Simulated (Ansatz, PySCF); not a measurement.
Gas-phase reaction in SMILES: COC [methoxymethane] + H+ -> C[OH+]C
Geometries: B3LYP-D3(BJ)/def2-TZVP minima from Ansatz (a program for electronic structure).

Property: proton affinity (enthalpy at 298 K, with B3LYP-D3(BJ) rigid-rotor harmonic-oscillator terms from PySCF), positive where the reaction releases energy, in eV. Correlated levels leave the core frozen unless marked. Spin-orbit coupling is left out. No relativistic terms. CBS marks a two-point X^-3 extrapolation of the correlation energy; Hartree-Fock from the larger set. The bracket is a focal-point correction in the basis named.

Level to compare with: RI-MP2/CBS(cc-pVTZ,cc-pVQZ)+[CCSD(T)-MP2]/cc-pVTZ (Ansatz), 8.21 eV. It is a level with limits of its own, and the differences hold the functionals' basis error too.

Q: Rank these functionals by how close they come to RI-MP2/CBS(cc-pVTZ,cc-pVQZ)+[CCSD(T)-MP2]/cc-pVTZ, closest first: wB97M-V/def2-TZVPD (Ansatz); B3LYP/def2-TZVPD (Ansatz); SVWN5/def2-TZVPD (Ansatz).

A: B3LYP/def2-TZVPD (global hybrid, 8.16 eV, difference -0.05), wB97M-V/def2-TZVPD (range-separated hybrid meta-GGA with VV10, 8.07 eV, difference -0.14), SVWN5/def2-TZVPD (LDA, 7.77 eV, difference -0.44)
